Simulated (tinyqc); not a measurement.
Worked calculation (part 2 of 2): G0W0 on RHF in the sto-3g basis, for H2F+, spin multiplicity 1. Computed by tinyqc, a small Python program that keeps every step (integrals from PySCF). Command: `OMP_NUM_THREADS=1 python tinyqc.py 25900 25901 out.jsonl` (the two numbers bound the seeds that draw the settings). One thread of a shared host (Intel(R) Xeon(R) Processor @ 2.60GHz), about 0.1 s of CPU time with the checks.

Geometry (angstrom):
```
atom         x          y         z
F     0.000000   0.000000  0.000000
H     0.000000   0.834000  0.493000
H     0.000000  -0.839000  0.496000
```

## Screening: direct RPA

orbital energies (hartree): MO1 -26.621818, MO2 -2.065358, MO3 -1.219822, MO4 -1.073940, MO5 -1.045549, MO6 -0.004621, MO7 0.185697

Given earlier and not repeated: Two-electron integrals over orbitals (pq|rs).

With D = e_a - e_i and K = (ia|jb): diagonalise D^(1/2) (D + 4K) D^(1/2) = Z w^2 Z^T; X + Y = D^(1/2) Z w^(-1/2), each column of Z with its largest component positive (the first on a tie); E_c = (sum w - tr (D + 2K)) / 2.

D^(1/2) (D + 4K) D^(1/2) (hartree^2), lower triangle:
```
            1>6         1>7        2>6        2>7        3>6        3>7       4>6       4>7
1>6  710.871815
1>7   -0.017490  720.590375
2>6    0.083941    0.006973   4.889456
2>7    0.007345    0.534816  -0.005660   5.573354
3>6    0.000586   -0.086075  -0.009412  -0.188654   1.817918
3>7    0.135796   -0.002570  -0.512852   0.014038   0.006549   2.871537
4>6    0.039902   -0.002762   0.354731  -0.007648  -0.009579  -0.364208  1.407601
4>7   -0.004415   -0.181902  -0.005999  -0.080512  -0.190685   0.006815  0.001193  1.819777
5>6    0.000000    0.000000   0.000000   0.000000   0.000000   0.000000  0.000000  0.000000
5>7    0.000000    0.000000   0.000000   0.000000   0.000000   0.000000  0.000000  0.000000

           5>6       5>7
5>6   1.198520
5>7  -0.000851  1.616582
```

excitation energies w (hartree): 1.094768  1.143019  1.271449  1.272336  1.417047  1.672916  2.250155  2.363039  26.662180  26.843824

X + Y:
```
            1          2          3          4          5          6          7          8
1>6  0.000000  -0.000416   0.000000   0.000024   0.000018  -0.000808  -0.000255  -0.000034
1>7  0.000000   0.000028   0.000000   0.001038   0.000492   0.000020  -0.000082  -0.002551
2>6  0.000000  -0.090310   0.000000   0.003695  -0.001769   0.292090   0.920879  -0.014451
2>7  0.000000   0.002320   0.000000   0.064219  -0.026177  -0.004940   0.017163   0.974514
3>6  0.000000   0.015529   0.000000   0.698167  -0.646222   0.004778  -0.003298  -0.035127
3>7  0.000000   0.227424   0.000000  -0.009975   0.003291   0.868556  -0.193358   0.006505
4>6  0.000000   0.944312   0.000000  -0.008218   0.008642  -0.144712   0.081156  -0.002537
4>7  0.000000   0.000081   0.000000   0.694459   0.674952   0.003490  -0.001804  -0.013726
5>6  0.975098   0.000000  -0.001841   0.000000   0.000000   0.000000   0.000000   0.000000
5>7  0.002158   0.000000   0.984061   0.000000   0.000000   0.000000   0.000000   0.000000

             9         10
1>6   0.999154  -0.001791
1>7   0.001804   0.999322
2>6   0.000033   0.000003
2>7   0.000003   0.000217
3>6   0.000000  -0.000026
3>7   0.000044  -0.000001
4>6   0.000011  -0.000001
4>7  -0.000001  -0.000055
5>6   0.000000   0.000000
5>7   0.000000   0.000000
```

RPA correlation energy = -0.04431807 hartree

## G0W0 on Hartree-Fock: HOMO

W(p,q,m) = sqrt2 sum_ia (pq|ia) (X+Y)_ia,m; Sigma_c(x) = sum_(i,m) W^2/(x - e_i + w_m) + sum_(a,m) W^2/(x - e_a - w_m); solve x = e_p + Sigma_c(x) by Newton steps; Z = 1/(1 - dSigma/dx); 1 hartree = 27.211386 eV.

The 12 largest terms at x = e_p (hartree; W for the signs of X + Y given):
```
q  m          W       term
5  6   0.242767   0.035229
5  7  -0.281330   0.035174
5  2  -0.077645   0.005274
2  1  -0.077782   0.002861
3  3   0.035678   0.000880
6  1   0.038083  -0.000679
7  3   0.028432  -0.000323
4  1  -0.007108   0.000045
5  8   0.010055   0.000043
1  1  -0.020539   0.000016
5  5  -0.002818   0.000006
5  4   0.002322   4.24e-06
```

Newton steps (hartree):
```
step          x  Sigma_c(x)         Z
0     -1.045549    0.078535  0.958055
1     -0.970309    0.075373  0.961229
2     -0.970181    0.075368  0.961234
3     -0.970181    0.075368  0.961234
```

quasiparticle energy of the HOMO = -26.399972 eV

Hartree-Fock value = -28.450848 eV

## G0W0 on Hartree-Fock: LUMO

As before.

The 12 largest terms at x = e_p (hartree; W for the signs of X + Y given):
```
q  m          W       term
7  5   0.130934  -0.010666
2  7   0.129010   0.003861
3  5  -0.099893   0.003791
4  7   0.105178   0.003333
6  7  -0.075738  -0.002549
4  6  -0.079196   0.002287
2  6  -0.072563   0.001410
4  2   0.050908   0.001171
5  1   0.038083   0.000679
2  2   0.045555   0.000648
7  4  -0.028287  -0.000547
6  2  -0.023784  -0.000495
```

Newton steps (hartree):
```
step          x  Sigma_c(x)         Z
0     -0.004621    0.003664  0.985693
1     -0.001010    0.003611  0.985670
2     -0.001010    0.003611  0.985670
```

quasiparticle energy of the LUMO = -0.027486 eV

Hartree-Fock value = -0.125756 eV
